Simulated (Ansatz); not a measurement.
**Worked example: the barrier**

An elementary step of CH9NSi, singlet (CH₇NSi ([CH3][SiH2][NH2]) + H₂ → SiNH₅ ([NH2][SiH3]) + CH₄; bonds formed: Si1–H7, C2–H6; bonds broken: Si1–C2, H6–H7). “Start” is the structure reached by relaxing down from the saddle towards the reactants; PBE0-D4/def2-TZVP structures. The saddle:

Si1  (-0.232, -0.587, -0.041)
C2  (0.812, 1.132, 0.650)
H3  (1.029, -1.053, -0.687)
H4  (-1.372, -0.209, 0.845)
N5  (-1.196, -0.774, -1.449)
H6  (0.741, -0.135, 1.236)
H7  (0.455, -1.184, 1.365)
H8  (0.443, 1.673, 1.523)
H9  (0.436, 1.665, -0.231)
H10  (1.901, 1.162, 0.590)
H11  (-0.829, -1.084, -2.334)
H12  (-2.188, -0.605, -1.467)
(Å)

Ansatz 0.2.0; basis: def2-TZVPP and def2-QZVPP; cores frozen in the correlated methods.

Energies in eV:

| quantity | saddle | start |
| --- | --- | --- |
| Hartree–Fock, triple zeta (X = 3) | -10514.75155 | -10518.48108 |
| Hartree–Fock, quadruple zeta (X = 4) | -10515.15138 | -10518.88775 |
| MP2 correlation, X = 3 | -16.07050 | -15.24301 |
| MP2 correlation, X = 4 | -17.12071 | -16.27805 |
| CCSD(T) correlation, X = 3 | -17.89750 | -17.09394 |

**Question.** Work out the barrier at the basis limit: extrapolate Hartree–Fock as E(X) = E∞ + A exp(−7.88 √X) and the MP2 correlation as E(X) = E∞ + B X^−2.97 (the exponents that Neese and Valeev fitted for def2-TZVPP and QZVPP), then add CCSD(T) − MP2 in triple zeta.

**Answer.** Each step is linear, so take the differences first (saddle − start): Hartree–Fock 3.72953 (X = 3) and 3.73637 (X = 4); MP2 correlation -0.82749 and -0.84266; CCSD(T) correlation -0.80356.
Two points give E∞ = E(4) + w [E(4) − E(3)], with w = 1/(exp(7.88 (2 − √3)) − 1) = 0.1377 for Hartree–Fock and w = 1/((4/3)^2.97 − 1) = 0.7407 for the correlation.
Hartree–Fock: 3.73637 + 0.1377 × 0.00684 = 3.7373 eV.
MP2 correlation: -0.84266 + 0.7407 × (-0.01517) = -0.8539 eV.
CCSD(T) − MP2: -0.80356 − (-0.82749) = 0.0239 eV.
Sum: 3.7373 + (-0.8539) + 0.0239 = 2.9073 eV, or 67.04 kcal/mol. Plain CCSD(T) in triple zeta gives 2.9260 eV, so the larger basis shifts the result by -0.0187 eV.

No T1 diagnostic of these runs exceeds 0.012.

Labels in which every atom is bracketed show which atoms are joined, not bond orders.

For scale, one of the runs: CCSD(T)/def2-TZVPP, 230 basis functions, launched by `ansatz run in.yaml --threads 4 --pin off --events-out ev --progress --plain --max-ram 9574MiB`. The run took 49 s on 4 CPU threads of an Arm Neoverse V1 (shared host), with 3.9 GiB of host memory at its peak.
